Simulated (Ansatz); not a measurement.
A cut through the energy surface

SiHClO (SMILES O[Si]Cl), closed shell, at its PBE0-D4/def2-TZVP minimum:

O1  (-0.912, 0.450, -0.309)
Si2  (-0.434, -0.790, 0.647)
Cl3  (1.662, -0.701, 0.421)
H4  (-0.261, 0.980, -0.780)
(Å)

The bond length O1–H4 (0.963 Å at the minimum) is set to the values below, the two halves moving rigidly along the bond. Each method's energies count from its own value at the PBE0-D4 minimum structure. Ansatz 0.2.0; basis: def2-TZVPP; cores frozen in the correlated methods. B3LYP uses VWN-RPA correlation.

```csv
bond length (Å),CCSD(T) (kcal/mol),r2SCAN-D4 (kcal/mol),B3LYP-D4 (kcal/mol),wB97M-V (kcal/mol)
0.867,6.71,6.89,6.89,6.75
0.886,?,4.24,4.24,4.12
0.914,1.51,1.62,1.61,1.53
0.947,?,0.17,0.17,0.14
0.984,0.29,0.23,0.23,0.28
1.023,?,1.79,1.80,1.95
1.065,5.07,4.76,4.78,5.05
1.109,9.37,8.90,8.95,9.37
1.155,14.66,14.00,14.08,14.70
```

(1) Fill in the withheld CCSD(T) values. (To be estimated.)

(1) The calculation gives: 4.08 kcal/mol at 0.886 Å; 0.13 kcal/mol at 0.947 Å; 1.96 kcal/mol at 1.023 Å. These count from the CCSD(T) energy at the PBE0-D4 minimum.

Minimum and curvature along this coordinate at CCSD(T): A fifth-order fit through the nearest points gives 0.961 Å, with a curvature of about 52 eV/Å².

**Question.** Treat the two halves as rigid bodies and work out the harmonic wavenumber of this stretch from that curvature (ν̃ = 521.5 √(k/μ) cm⁻¹ with k in eV/Å² and μ in u).

**Answer.** The halves weigh 79.54 and 1.01 u, so μ = 79.54 × 1.01/80.55 = 0.997 u and ν̃ = 521.5 √(52/0.997) ≈ 3800 cm⁻¹. A true normal mode mixes in other motions, so this is a guide only.

Largest difference from the CCSD(T) curve over the scan: PBE-D4 2.47; PBE0-D4 0.24; HF 5.19; MP2 0.19 kcal/mol. Each curve counts from its own value at the minimum.

The T1 diagnostic stays at or below 0.015.

For scale, one of the runs: CCSD(T)/def2-TZVPP, 129 basis functions (an equivalent command: `ansatz run in.yaml --threads 2`). The run took about 18 s on 2 CPU threads (shared host).
